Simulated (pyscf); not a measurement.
•HP–GeH₃ + H₂ → H₂P–GeH₃ + H•, a hydrogen abstraction (doublet surface; H–H broken, H–P formed). PySCF, gas phase, ωB97X-D3(BJ)/def2-SVP geometries. Energies in kcal/mol from the separated reactants.

Small-basis levels: PySCF, no dispersion term, spherical d functions. Open shells are spin-unrestricted. 

| level | barrier | reaction energy |
|---|---|---|
| HF/STO-3G | 37.1 | +28.7 |
| MP2/6-31G*+LANL2DZ | 25.6 | +18.5 |
| B3LYP/STO-3G | 31.3 | +34.1 |
| B3LYP/3-21G | 27.1 | +29.4 |
| B3LYP/LANL2DZ | 29.9 | +31.8 |
| B3LYP/6-31G*+LANL2DZ | 25.5 | +25.7 |
| B3LYP/6-311+G**+LANL2DZ | 24.8 | +25.4 |
| ωB97M-D3(BJ)/def2-TZVP | 23.9 | +21.1 |

Against the last row the barrier runs from +0.9 (B3LYP/6-311+G**+LANL2DZ) to +13.2 kcal/mol (HF/STO-3G). At B3LYP/STO-3G, B3LYP/3-21G, B3LYP/LANL2DZ, B3LYP/6-31G*+LANL2DZ, B3LYP/6-311+G**+LANL2DZ this geometry lies under one side, so the entry may be no barrier of that level: it is a single point on another level's saddle. ωB97M-D3(BJ)/def2-TZVP has limits of its own. This is the saddle that the search found; another between the same sides may lie lower. The angle at the transferred H is 168°. In the def2 sets elements up to Kr have no core potential.
